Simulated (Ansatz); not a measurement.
System: 1T (CdI2-type) TiTe2. Method: rVV10 (Ansatz, a quantum-chemistry and plane-wave program, PAW).

Numerical settings: plane-wave cutoff 520 eV, 18×18×10 k mesh (along the axes of the cell as run), Fermi–Dirac smearing 0.05 eV, no spin polarisation, scalar-relativistic PAW data made under PBE.

The cell is scaled about its equilibrium volume:

Shape and atoms are relaxed at each volume.

```
V (Å³/atom)  P (GPa)  c (Å)  a (Å)
-----------  -------  -----  -----
26.859          1.55  6.488  3.787
27.418          0.71  6.554  3.807
27.978          0.01  6.621  3.826
28.537         -0.59  6.698  3.842
29.097         -1.07  6.784  3.854
```

Note: the bulk modulus comes from volumes at which shape and atoms were relaxed.
